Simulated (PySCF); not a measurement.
2-cyanoacetamide, C3H4N2O.
Numbering: `[N:1]#[C:2][CH2:3][C:4]([NH2:5])=[O:6]` (hydrogens: H7, H8 on C3; H9, H10 on N5)

Cartesian coordinates in Å at the PBE0-D3(BJ)/def2-SVP level; atoms count from 1:
```
atom  x, y, z in Å
N1    -2.0654    1.5296   -0.3571
C2    -1.4953    0.5231   -0.3045
C3    -0.7080   -0.6940   -0.2244
C4     0.7688   -0.5110    0.1666
N5     1.1889    0.7634    0.3096
O6     1.4654   -1.4874    0.3143
H7    -0.7257   -1.2151   -1.1941
H8    -1.1497   -1.3826    0.5117
H9     0.5694    1.5552    0.1998
H10    2.1516    0.9188    0.5781
```

Level of theory: TDDFT B3LYP/def2-SVPD, vertical, gas phase, core orbitals frozen in the response in PySCF.

Transition dipole moments from the ground state, in atomic units and in the frame of the coordinates above (overall signs are arbitrary), for the states with f of 0.002 or more among the lowest 9:

```tsv
state	E (eV)	μx	μy	μz
S2	6.862	0.222	-0.215	0.033
S3	6.968	0.493	-0.048	0.143
S4	7.027	0.322	-0.030	0.022
S6	7.314	0.062	0.063	-0.126
S7	7.394	0.083	0.634	0.058
S8	7.707	0.259	-0.446	0.021
S9	7.718	-0.075	0.152	-0.119
```

Task: Work out the oscillator strengths.

Result: f = (2/3) ΔE |μ|² with ΔE in hartree (27.2114 eV).

```json
{"state": "S2", "|μ|² (au)": "0.096", "|μ| (D)": "0.79", "f": "0.016"}
{"state": "S3", "|μ|² (au)": "0.266", "|μ| (D)": "1.31", "f": "0.045"}
{"state": "S4", "|μ|² (au)": "0.105", "|μ| (D)": "0.82", "f": "0.018"}
{"state": "S6", "|μ|² (au)": "0.024", "|μ| (D)": "0.39", "f": "0.004"}
{"state": "S7", "|μ|² (au)": "0.412", "|μ| (D)": "1.63", "f": "0.075"}
{"state": "S8", "|μ|² (au)": "0.267", "|μ| (D)": "1.31", "f": "0.050"}
{"state": "S9", "|μ|² (au)": "0.043", "|μ| (D)": "0.53", "f": "0.008"}
```

Task: Which bond between heavy atoms lies closest to the direction of the S7 transition dipole?

Result: C4–N5, at 11° from it; next N1–C2 at 38°.

Task: What angle do the transition dipoles of S3 and S4 make?

Result: |cos θ| = |μa·μb| / (|μa| |μb|) = 0.98, so θ ≈ 12° (taken between 0 and 90°, since the signs are arbitrary).

Task: What peak molar absorption coefficient would the strongest computed level give as a lone Gaussian band 0.3 eV wide at half height?

Result: ε(max) = 2.175×10⁸ f / FWHM, with the width in cm⁻¹. S7: 2.175×10⁸ × 0.0747 / 2420 ≈ 6700 L mol⁻¹ cm⁻¹.

The vertical ionisation energy (ΔSCF) is 10.43 eV, 2.71 eV above S9.

Hardware: one thread of an Arm Neoverse V1, shared host. Cost: 48 s of wall time.

One conformer stands for the species.
